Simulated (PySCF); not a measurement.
# Boron: a sound run and one with changed settings

Sound run: B [He] 2s2 2p1, B⁺ [He] 2s2. Calculation: PySCF 2.14, in x2c-SVPall (3s2p1d, 14 functions); the spin-free X2C one-electron Hamiltonian (Gaussian nucleus). The sound run starts from symmetry-adapted Hartree-Fock orbitals and uses a fine grid where one is needed.

A second run was set up differently.

| species | method | sound run (hartree) | changed run (hartree) | converged |
| --- | --- | --- | --- | --- |
| B | UHF | -24.50721 | -24.50721 | yes |
| B | B3LYP | -24.64158 | -24.66352 | yes |
| B | BP86 | -24.62860 | -24.65262 | yes |
| B⁺ | UHF | -24.20870 | -24.20870 | yes |
| B⁺ | B3LYP | -24.31760 | -24.33646 | yes |
| B⁺ | BP86 | -24.30501 | -24.32246 | yes |

Ionisation energy of B:

```json
{"method": "UHF", "sound run (eV)": "8.123", "changed run (eV)": "8.123"}
{"method": "B3LYP", "sound run (eV)": "8.816", "changed run (eV)": "8.900"}
{"method": "BP86", "sound run (eV)": "8.805", "changed run (eV)": "8.984"}
```

What was changed?
A. all electrons correlated in a valence basis
B. minimal basis
C. radial grid too coarse
D. level shift left on

C. It used radial step 0.8 in ln r (0.13 in the sound run). A coarse radial grid mis-integrates the density and the exchange-correlation energy, with errors of either sign; Hartree-Fock needs no grid.
